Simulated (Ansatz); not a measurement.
Results of PBEsol-D3(BJ) (Ansatz, an electronic-structure program, PAW) for 2H WS2.

Settings: plane-wave cutoff 520 eV, 12×12×4 k mesh (along the axes of the cell as run), Fermi–Dirac smearing 0.01 eV, no spin polarisation, scalar-relativistic PAW data made under PBE.

Response to compression and expansion:

Shape and atoms are relaxed at each volume.

```
V (Å³/atom)  P (GPa)  direct gap at Γ (eV)  smallest gap on the k mesh (eV)   c (Å)
-----------  -------  --------------------  -------------------------------  ------
15.826          3.46                 2.071                            0.480  11.491
16.155          1.56                 2.137                            0.571  11.627
16.485          0.00                 2.203                            0.658  11.773
16.815         -1.26                 2.252                            0.744  11.929
17.145         -2.22                 2.289                            0.830  12.097
```

The fundamental gap (0.65 eV at the equilibrium volume, with added k points) lies elsewhere than Γ–Γ.

Note: the bulk modulus comes from volumes at which shape and atoms were relaxed.

Spin–orbit coupling is not included.
